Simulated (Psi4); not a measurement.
# UMP2/STO-3G (density fitting, density fitting for correlation, sweep point 1) run of SiPH3Cl (SMILES P[SiH]Cl)

What is the vertical doublet–quartet gap of SiPH3Cl at UMP2/STO-3G (density fitting, density fitting for correlation, sweep point 1)? 

The calculation is run with Psi4 1.11.

21 further runs of the same task are left out: 20 that didn't finish, 1 set aside as unsound or not needed.

### Step 1. The molecule

SiPH3Cl: 6 atoms, total charge 0, spin state doublet. As SMILES, `P[SiH]Cl`. The coordinates come from a GFN2-xTB relaxation. This is one conformer, not always the lowest.

Bond lengths: P1–Si2 2.239 Å, Si2–Cl3 2.032 Å, P1–H4 1.386 Å, P1–H5 1.384 Å, Si2–H6 1.470 Å. Angles: P1–Si2–Cl3 109.3°, P1–Si2–H6 109.1°, Cl3–Si2–H6 106.1°, Si2–P1–H4 96.3°, Si2–P1–H5 95.0°, H4–P1–H5 92.9°.

### Step 2. The energy at UMP2/STO-3G (density fitting, density fitting for correlation, sweep point 1)

clh3psi.in reads:

```
memory 1600 MB

molecule {
  0 2
  P     -0.416120     0.339600    -1.149360
  Si     0.362920    -0.132060     0.895920
  Cl     1.453060    -1.845610     0.820500
  H     -1.414820    -0.622100    -1.156700
  H     -1.279720     1.333820    -0.722090
  H      1.294660     0.926350     1.311730
  symmetry c1
}

set globals {
  basis           STO-3G
  reference       uhf
  puream          true
  scf_type        df
  num_frozen_docc 15
  maxiter         150
}

e = energy("mp2")
```

Launch:

```console
$ psi4 -n 1 clh3psi.in clh3psi.out
```

clh3psi.out:

```text
[...]
  Running in c1 symmetry.
[...]
  Nuclear repulsion =  183.010125253006549
[...]
  Multiplicity = 2
[...]
  Nalpha       = 25
  Nbeta        = 24
[...]
    Number of basis functions: 30
[...]
   @DF-UHF iter   1: -1078.82815377040811   -1.88636e+00   5.53243e-03 DIIS/ADIIS
[...]
   @DF-UHF iter  13: -1078.86186440583924   -1.36424e-12   4.48107e-09 DIIS
[...]
   @S^2 Observed:                7.539892451E-01
[...]
    Orbital Energies [Eh]
    ---------------------
    Alpha Occupied:
       1A   -103.617706     2A    -78.934367     3A    -67.991075
       4A    -10.311968     5A     -7.755711     6A     -7.750790
       7A     -7.750086     8A     -7.253525     9A     -5.988581
      10A     -5.079203    11A     -5.076128    12A     -5.074187
      13A     -4.021511    14A     -4.007633    15A     -4.006149
      16A     -0.999647    17A     -0.829965    18A     -0.644387
      19A     -0.488435    20A     -0.443824    21A     -0.425892
      22A     -0.400002    23A     -0.358442    24A     -0.334166
      25A     -0.233537
    Alpha Virtual:
[...]
  @DF-UHF Final Energy: -1078.86186440583924
   => Energetics <=
    Nuclear Repulsion Energy =            183.0101252530065494
    One-Electron Energy =               -1864.6843038066067493
    Two-Electron Energy =                 602.8123141477608442
    Total Energy =                      -1078.8618644058392420
  UHF NO Occupations:
  HONO-2 :   23  A 1.9997005
  HONO-1 :   24  A 1.9984085
[...]
 Multipole Moments:
 ------------------------------------------------------------------------------------
     Multipole            Electronic (a.u.)      Nuclear  (a.u.)        Total (a.u.)
 ------------------------------------------------------------------------------------
 L = 1.  Multiply by 2.5417464519 to convert [e a0] to [Debye]
 Dipole X            :          1.7664386           -2.7324995           -0.9660610
 Dipole Y            :         -2.5729931            3.4874070            0.9144139
 Dipole Z            :          0.5877365           -0.3868542            0.2008823
 Magnitude           :                                                    1.3452807
[...]
```

Wall time 2.4 s (1 thread of Intel Xeon Platinum 8488C (Sapphire Rapids), shared host); peak memory 0.19 GiB.

### Step 3. The quartet

input.in reads:

```
memory 1600 MB

molecule {
  0 4
  P     -0.416120     0.339600    -1.149360
  Si     0.362920    -0.132060     0.895920
  Cl     1.453060    -1.845610     0.820500
  H     -1.414820    -0.622100    -1.156700
  H     -1.279720     1.333820    -0.722090
  H      1.294660     0.926350     1.311730
  units angstrom
  symmetry c1
}

set {
  basis STO-3G
  reference uhf
  puream true
  scf_type df
  num_frozen_docc 15
  maxiter 150
}

E = energy('mp2')
```

Launch:

```console
$ psi4 -n 1 input.in input.out
```

input.out:

```text
[...]
  Running in c1 symmetry.
[...]
  Nuclear repulsion =  183.010125253006549
[...]
  Multiplicity = 4
[...]
  Nalpha       = 26
  Nbeta        = 23
[...]
    Number of basis functions: 30
[...]
   @DF-UHF iter   1: -1078.46702417953179   -1.52523e+00   5.35333e-03 DIIS/ADIIS
[...]
   @DF-UHF iter  27: -1078.50736675377243   -4.54747e-13   5.11764e-09 DIIS
[...]
   @S^2 Observed:                3.759107747E+00
[...]
    Orbital Energies [Eh]
    ---------------------
    Alpha Occupied:
       1A   -103.473950     2A    -79.049835     3A    -67.864186
       4A    -10.181918     5A     -7.631085     6A     -7.619021
       7A     -7.618423     8A     -7.364509     9A     -5.883244
      10A     -5.203647    11A     -5.185265    12A     -5.183384
      13A     -3.920391    14A     -3.906789    15A     -3.898286
      16A     -0.933866    17A     -0.903432    18A     -0.637847
      19A     -0.549750    20A     -0.462560    21A     -0.433581
      22A     -0.410129    23A     -0.328964    24A     -0.296894
      25A     -0.228467    26A      0.076338
    Alpha Virtual:
[...]
  @DF-UHF Final Energy: -1078.50736675377243
   => Energetics <=
    Nuclear Repulsion Energy =            183.0101252530065494
    One-Electron Energy =               -1866.2132136668628846
    Two-Electron Energy =                 604.6957216600837910
    Total Energy =                      -1078.5073667537724305
  UHF NO Occupations:
  HONO-2 :   24  A 1.0000000
  HONO-1 :   25  A 1.0000000
[...]
 Multipole Moments:
 ------------------------------------------------------------------------------------
     Multipole            Electronic (a.u.)      Nuclear  (a.u.)        Total (a.u.)
 ------------------------------------------------------------------------------------
 L = 1.  Multiply by 2.5417464519 to convert [e a0] to [Debye]
 Dipole X            :          0.9588323           -2.7324995           -1.7736673
 Dipole Y            :         -1.8247684            3.4874070            1.6626386
 Dipole Z            :         -1.1011697           -0.3868542           -1.4880239
 Magnitude           :                                                    2.8503470
[...]
```

Run time: 3.3 s. Hardware: 1 thread of Intel Xeon Platinum 8488C (Sapphire Rapids), shared host; peak memory 0.19 GiB.

### Step 4. What came out

At UMP2/STO-3G (density fitting, density fitting for correlation, sweep point 1), 15 core orbitals frozen:

```
                                                           quantity           value
                                              doublet: total energy  -1078.92737 Eh
doublet: HOMO energy (Hartree–Fock orbitals) (highest over α and β)        -6.35 eV
 doublet: LUMO energy (Hartree–Fock orbitals) (lowest over α and β)         4.64 eV
              doublet: correlation energy (15 core orbitals frozen)       -65.5 mEh
                         doublet: ⟨S²⟩ of the reference determinant           0.754
                                              quartet: total energy  -1078.56413 Eh
              quartet: correlation energy (15 core orbitals frozen)       -56.8 mEh
                         quartet: ⟨S²⟩ of the reference determinant           3.759
                   vertical energy of the quartet above the doublet        9.884 eV
```

**Reading.** At this shape the quartet lies 9.88 eV (954 kJ/mol) above the doublet. In a minimal basis such a difference can be off by several eV, whatever the method.
